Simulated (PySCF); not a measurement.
Compound: AlH2Et, C₂H₇Al.
Z-matrix (Å and degrees, PBE0-D3(BJ)/def2-SVP geometry), rows numbered from 1:
```
Al
H   1  1.5955
H   1  1.5954  2  118.53
C   1  1.9686  2  120.49  3   177.75
C   4  1.5350  1  113.14  2   -85.63
H   4  1.1045  1  109.41  2   151.86
H   4  1.1049  1  109.01  2    36.38
H   5  1.1028  4  112.05  1   179.45
H   5  1.1029  4  112.14  1   -60.77
H   5  1.1029  4  112.12  1    59.65
```

The closed-shell ground state was solved at several levels (PySCF, density fitting, gas phase, non-relativistic).

```json
{"level": "CAM-B3LYP/def2-SVPD", "basis functions": "120", "total energy (Eh)": "-322.6500", "HOMO (eV)": "-8.91", "LUMO (eV)": "-0.45", "gap (eV)": "8.46", "dipole (D)": "0.80"}
{"level": "B3LYP/pcSseg-1 (pcSseg-2 on Al)", "basis functions": "112", "total energy (Eh)": "-322.8637", "HOMO (eV)": "-7.34", "LUMO (eV)": "-1.64", "gap (eV)": "5.70", "dipole (D)": "0.74"}
{"level": "PBE0/pcSseg-1 (pcSseg-2 on Al)", "basis functions": "112", "total energy (Eh)": "-322.6095", "HOMO (eV)": "-7.54", "LUMO (eV)": "-1.42", "gap (eV)": "6.12", "dipole (D)": "0.75"}
```

(1) What might PBE/pcSseg-1 (pcSseg-2 on Al) (112 basis functions) give for the same quantities?

(2) Over all these levels, which gives the widest orbital gap and which the narrowest?

(3) In the pcSseg-1 (pcSseg-2 on Al) basis, how does the gap go with the fixed share of exact exchange?

(4) How far do the dipole and the HOMO energy spread over the levels?

Answers

(1) Total energy -322.5679 Eh, HOMO -6.30 eV, LUMO -2.17 eV, gap 4.13 eV, dipole 0.81 D.

(2) CAM-B3LYP/def2-SVPD (range-separated hybrid) has the widest, 8.46 eV, and PBE/pcSseg-1 (pcSseg-2 on Al) (GGA) the narrowest, 4.13 eV. Functional and basis both differ between the two, so the spread mixes both effects.

(3) PBE (0 %) 4.13 eV; B3LYP (20 %) 5.70 eV; PBE0 (25 %) 6.12 eV. Each rise in the share widens the gap here.

(4) The dipole runs from 0.74 to 0.81 D (mean 0.77 D) and the HOMO from -8.91 to -6.30 eV.

One conformer stands for the species.
